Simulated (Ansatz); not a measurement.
# Worked example: the enthalpy of formation of CHNS (isothiocyanic acid)

CHNS has 4 atoms, charge 0, and is taken as a singlet. SMILES: `N=C=S`. The shape is that of a PBE0-D4/def2-TZVP optimisation.

Total energies at RPA@PBE/def2-TZVP, 7 core orbitals frozen (Ansatz 0.2.0); the atoms run unrestricted:

```
species    state  energy (Eh)
   CHNS  singlet  -491.236278
      N  quartet   -54.591652
      C  triplet   -37.853974
      S  triplet  -397.723031
      H  doublet    -0.513303
```

Harmonic wavenumbers at PBE0-D4/def2-TZVP, in cm⁻¹: 464, 502, 634, 901, 2082, 3713.

Measured heats of formation of the gaseous atoms at 298.15 K, in kJ/mol: N 472.4, C 716.9, S 277.0, H 218.0. Spin-orbit lowering of the atoms at 298 K (mean of the ground term's levels less their thermal mean, from spectra), in kJ/mol: C 0.02, S 1.88. Take 1 Eh = 2625.50 kJ/mol, 1 cm⁻¹ = 0.0119627 kJ/mol, RT = 2.479 kJ/mol.

**Question.** Work out the heat of formation of the gas at 298 K.

**Answer.** 
1. Electronic atomisation energy: (-54.591652) + (-37.853974) + (-397.723031) + (-0.513303) − (-491.236278) = 0.554318 Eh = 1455.4 kJ/mol.
2. Zero-point energy: half the sum of the wavenumbers, 4148 cm⁻¹ = 49.6 kJ/mol.
3. Thermal vibrational enthalpy, Σ hcν̃/(exp(hcν̃/kT) − 1): 1.8 kJ/mol. Translation, rotation and pV of a non-linear molecule: 4 RT = 9.9 kJ/mol.
4. The 4 free atoms carry 5/2 RT each: 24.8 kJ/mol.
5. Spin-orbit coupling lowers the free atoms by 0.02 + 1.88 = 1.9 kJ/mol.
6. Atomisation enthalpy at 298 K: 1455.4 − 1.9 − 49.6 − 1.8 − 9.9 + 24.8 = 1417.0 kJ/mol.
7. Sum of the atoms' heats of formation: 1684.3 kJ/mol. Heat of formation: 1684.3 − 1417.0 = +267.3 kJ/mol.

The tabulated value is +127.6 kJ/mol (CRC Handbook of Chemistry and Physics), so this level is off by +139.7 kJ/mol, or 9.0 % of the atomisation enthalpy that the table implies (1556.7 kJ/mol). Anharmonicity and any spin-orbit splitting of the molecule are left out, and so is core correlation.
